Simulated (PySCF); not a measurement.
Identify the unknown among the candidates.

* Rotational structure: rotational constants A, B, C: 4.098, 1.421, 1.055 GHz [GFN2-xTB]
* 1H NMR: chemical shifts (computed TMS as zero) by class: 8.60 (1 H), 8.01 (1 H) ppm [GIAO PBE0/pcSseg-1]
* UV, first state: lowest singlet excitation: 4.68 eV (265 nm, f = 0.070) [TDDFT B3LYP/def2-SVPD]
* 13C NMR: chemical shifts (computed TMS as zero) by class: 170.1 (1 C), 156.0 (1 C), 149.6 (1 C) ppm [GIAO PBE0/pcSseg-1]
* NMR, other nuclei: isotropic shieldings of nuclei other than C and H, by class: 86 (1 P), 157 (1 S), 716 (1 Cl) ppm [GIAO PBE0/pcSseg-1]
* Polarisability: 90.3 au [B3LYP/def2-SVPD]

The electronic properties come from PySCF, for the isolated species, density fitting. Levels stand in brackets. Isolated species at its GFN2-xTB geometry, gas phase. NMR values are class means; diastereotopic atoms form classes of their own.

Task: Which candidate is it?
A. `Clc1cpcs1`
B. `Clc1pccs1`
C. `CCC1=C[P@@H]1=S`

Result: A. It is `Clc1cpcs1`. Numbering: `[Cl:1][c:2]1[cH:3][p:4][cH:5][s:6]1`. 3 carbons fall into 3 classes; from least to most shielded: aromatic CH next to a ring sulfur [C5] (170.1 ppm), aromatic C–Cl carbon [C2] (156.0 ppm), aromatic CH carbon [C3] (149.6 ppm). Hydrogen classes from least to most shielded: 1 H on an aromatic CH next to a ring sulfur, C5 (8.60 ppm), 1 H on an aromatic CH carbon, C3 (8.01 ppm). The other shieldings belong to: 86 ppm, phosphorus bonded to 2 C [P4]; 157 ppm, thiophene-type sulfur [S6]; 716 ppm, aryl chlorine [Cl1]. S1 is mainly HOMO→LUMO (weight 0.92); the largest Löwdin shares of the orbital it empties are 0.28 on the aromatic CH next to a ring sulfur, 0.24 on the phosphorus bonded to 2 C, 0.14 on the aromatic C–Cl carbon and 0.13 on the aryl chlorine, of the orbital it fills 0.28 on the phosphorus bonded to 2 C, 0.27 on the aromatic CH next to a ring sulfur, 0.22 on the thiophene-type sulfur and 0.10 on the aromatic C–Cl carbon. The optimised geometry has point group Cs and is an asymmetric top.

The others, at the same levels:
- `Clc1pccs1` fails: its computed 13C shifts are 192.3 (1 C), 150.6 (1 C), 142.6 (1 C) ppm, 1H shifts are 7.96 (1 H), 7.75 (1 H) ppm and rotational constant A is 3.300 GHz (against 4.098 GHz).
- `CCC1=C[P@@H]1=S` fails: it has 7 hydrogens where the 1H data count 2; its computed 13C shifts are 177.4 (1 C), 147.3 (1 C), 26.2 (1 C), 12.9 (1 C) ppm, 1H shifts are 8.65 (1 H), 7.13 (1 H), 2.94 (1 H), 2.65 (1 H), 1.35 (3 H) ppm and lowest singlet excitation is 4.20 eV (295 nm, f = 0.002) (against 4.68 eV).

Each candidate is one conformer, not necessarily the lowest. Dipoles, sizes and rotational constants follow the conformer. The torsions of the flexible species, by atom-mapped SMILES:
- `[CH3:1][CH2:2][C:3]1=[CH:4][P@@H:5]1=[S:6]`: C1–C2–C3–C4 -1°
